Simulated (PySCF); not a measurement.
CH4S.
Numbering: `[CH3:1][SH:2]` (hydrogens: H3, H4, H5 on C1; H6 on S2)

Structure used (PBE0-D3(BJ)/def2-TZVP), in Å, numbered top down from 1:
```
atom  x, y, z in Å
C1    -0.501   -0.022    0.013
S2     1.118    0.773   -0.068
H3    -0.666   -0.500    0.977
H4    -1.237    0.773   -0.111
H5    -0.632   -0.743   -0.793
H6     1.857   -0.340    0.052
```

Linear response at PBE0/aug-cc-pVTZ (PySCF, frozen core in the response, non-relativistic). Geometry: PBE0-D3(BJ)/def2-TZVP; no solvent, vibrations or thermal averaging.

Static isotropic polarisability: 36.71 au (5.44 Å³), principal values 33.6, 33.7, 42.8 au.

What is the polarisability at 1064 nm and at the sodium D line?

37.05 au at 1064 nm (+0.9 %), 37.86 au at 589.3 nm (+3.1 %). The rise at 589.3 nm is 3.38 times that at 1064 nm; a pure ω² law gives 3.26. The lowest singlet lies at 237 nm, shorter than both wavelengths.

What is the isotropic C6 coefficient between two such molecules, C6 = (3/π)∫α(iω)² dω?

516.8 au (Eh·bohr⁶) by a ten-point quadrature over imaginary frequencies, which is 309 eV·Å⁶ or 29.8 J·nm⁶/mol.

Which effective excitation energy ω̄ makes London's formula C6 = (3/4)α²ω̄ exact here?

ω̄ = 4·C6/(3α²) = 0.511 Eh = 13.9 eV. A one-pole form α(ω) = α/(1 − ω²/ω̄²) fitted to the 1064 nm value gives 12.2 eV.

What molar refraction at the D line follows from R = (4π/3)·N_A·α′, with α′ the polarisability volume?

α′ = 5.61 Å³ gives R = 14.15 cm³/mol, for isolated, non-vibrating species.

The lowest 10 singlets have (eV, f): 5.23, 0.006; 5.89, 0.029; 6.45, 0.007; 6.66, 0.022; 6.69, 0.002; 7.55, 0.017; 7.84, 0.003; 7.95, 0.006; 7.96, 0.028; 8.10, 0.032. What share of the static polarisability do they carry in the sum over states α = Σ f/ω²?

2.33 au, 6.3 % of α; the largest term, 0.61 au, is that of the state at 5.89 eV. Their oscillator strengths add up to 0.15. Higher states carry the rest.

How many electrons N does the Slater–Kirkwood formula C6 = (3/4)·√N·α^(3/2) need to give this C6?

N = (4·C6/3)²/α³ = 9.6; the species has 26 electrons in all.

What three-body coefficient follows from the one-pole estimate C9 = (3/4)·α·C6?

14200 au. This is an estimate from the two numbers above, not a computed integral.

How anisotropic is the static polarisability, by Δα² = ½[(α1 − α2)² + (α2 − α3)² + (α3 − α1)²]?

Δα = 9.2 au, or 0.25 of the isotropic value.

What n − 1 at the D line would an ideal gas of it have at 273.15 K and 1 atm (2.6868 × 10¹⁹ cm⁻³), by n − 1 = 2π·N·α′?

9.47 × 10⁻⁴, a formal value whether or not that pressure can be reached.
